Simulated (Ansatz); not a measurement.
# FH5SSi (SMILES S.[SiH3]F): molecular dynamics

The task is to watch the atoms for 80 steps of 0.25 fs, started with velocities for 200 K and run at constant energy.

The runs use Ansatz 0.2.0, Gaussian basis; PBE0-D4/def2-SVPD.

## 1. Where the work starts

The start, a pair relaxed at PBE0-D4: SMILES `S.[SiH3]F`, 8 atoms, charge 0, spin multiplicity 1.

Atoms are counted from 1 here; the program's logs count them from 0.

Bond lengths: S1–H2 1.342 Å, S1–H3 1.342 Å, Si4–F5 1.606 Å, Si4–H6 1.480 Å, Si4–H7 1.480 Å, Si4–H8 1.483 Å. Angles: H2–S1–H3 92.3°, F5–Si4–H6 108.7°, F5–Si4–H7 108.8°, F5–Si4–H8 107.0°, H6–Si4–H7 111.4°, H6–Si4–H8 110.3°, H7–Si4–H8 110.5°.

Geometry (Å):

```xyz
8
charge 0, multiplicity 1
S     0.25199   -0.53514   -2.34027
H     0.95386    0.60423   -2.43553
H    -0.84933    0.11505   -1.93345
Si   -0.03707   -0.06255    1.35565
F    -1.17220    0.73199    0.54456
H     1.28878    0.44653    0.93840
H    -0.17400   -1.50870    1.07414
H    -0.26204    0.20860    2.79650
```

## 2. The run

Contents of md/in.yaml:

```yaml
crystal:
  periodic: [false, false, false]
  atoms:
    - {symbol: S, position_ang: [0.251993, -0.535139, -2.340267]}
    - {symbol: H, position_ang: [0.953860, 0.604228, -2.435533]}
    - {symbol: H, position_ang: [-0.849329, 0.115050, -1.933452]}
    - {symbol: Si, position_ang: [-0.037067, -0.062551, 1.355650]}
    - {symbol: F, position_ang: [-1.172200, 0.731989, 0.544559]}
    - {symbol: H, position_ang: [1.288782, 0.446528, 0.938400]}
    - {symbol: H, position_ang: [-0.174000, -1.508701, 1.074140]}
    - {symbol: H, position_ang: [-0.262042, 0.208597, 2.796501]}
basis:
  gaussian: {orbitals: def2-SVPD}
hamiltonian: {xc: pbe0, dispersion: d4}
md: {n_steps: 80, timestep: 0.25, temperature: 200, ensemble: nve, seed: 725, initial_velocities: maxwell_boltzmann}
```

On the command line:

```console
$ ansatz run in.yaml --threads 4 --pin off --events-out ev --progress --plain --max-ram 9574MiB
```

Before running it: what results should come out? Wanted: temperature at the start; mean temperature, second half; lowest and highest potential energy, from the first frame; largest change of potential + kinetic.

The runs gave:

| quantity | value |
| --- | --- |
| length | 80 steps, 20.0 fs |
| temperature at the start | 200 K |
| mean temperature, second half | 133 K |
| lowest and highest potential energy, from the first frame | -1 and 60 meV |
| largest change of potential + kinetic | 0.1 meV |

What this shows: With no thermostat the total energy should stay fixed; it holds within 0.1 meV, small beside the kinetic energy, so the time step serves. With 8 atoms the instant temperature spans 123 to 201 K. The bonding pattern stays as it was.
